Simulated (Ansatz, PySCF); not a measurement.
Species: NH$_{2}$, charge -1, multiplicity 1. 
Geometry from a B3LYP-D3(BJ)/def2-TZVP (Ansatz, a program for electronic structure) optimisation:
```
N
H 1 1.0353
H 1 1.0353 2 100.42
```
Charge -1, spin multiplicity 1.

Total electronic energies in hartree. Correlated levels leave the core frozen unless marked. No spin-orbit coupling. Non-relativistic. CBS(X,Y): correlation extrapolated as X^-3; Hartree-Fock from the larger set. [CCSD(T)-MP2]/basis is that difference in the basis named.

| level | program | energy (Eh) |
|---|---|---|
| HF/cc-pVTZ | Ansatz | -55.52116 |
| HF/def2-TZVPD | PySCF | -55.54362 |
| HF/aug-cc-pVQZ | Ansatz | -55.55129 |
| RI-HF/cc-pVQZ | Ansatz | -55.53572 |
| RI-HF/def2-QZVPPD | Ansatz | -55.54951 |
| PBE-D3(BJ)/def2-TZVPD | Ansatz + dftd3 | -55.85353 |
| PBE-D4/def2-TZVPD | Ansatz + dftd4 | -55.85359 |
| BLYP/def2-TZVPD | Ansatz | -55.90625 |
| BP86-D3(BJ)/def2-TZVPD | PySCF + dftd3 | -55.93004 |
| B97M-V/def2-TZVPD | Ansatz | -55.90654 |
| B3LYP-D3(BJ)/def2-TZVPD | Ansatz + dftd3 | -55.92745 |
| B3LYP-D4/def2-TZVPD | Ansatz + dftd4 | -55.92753 |
| PBE0-D3(BJ)/def2-TZVP | Ansatz + dftd3 | -55.83493 |
| M06-2X/def2-TZVPD | PySCF | -55.88959 |
| B2GP-PLYP-D3(BJ)/def2-TZVPD | Ansatz + dftd3 | -55.86191 |
| MP2/cc-pV5Z | Ansatz | -55.81956 |
| SCS-MP2/def2-TZVPPD | Ansatz | -55.79742 |
| SCS-MP2/def2-QZVPP | Ansatz | -55.81106 |
| SCS-MP2/def2-QZVPPD | Ansatz | -55.81947 |
| CCSD/aug-cc-pVDZ | Ansatz | -55.76313 |
| CCSD/cc-pVTZ | Ansatz | -55.77166 |
| RI-MP2/CBS(def2-TZVPPD,def2-QZVPPD)+[CCSD(T)-MP2]/def2-QZVPPD | Ansatz | -55.8455 |
| CCSD(T)/CBS(aug-cc-pVTZ,aug-cc-pVQZ) | Ansatz | -55.8475 |

Totals of different functionals don't rank their quality; only differences between species are comparable.
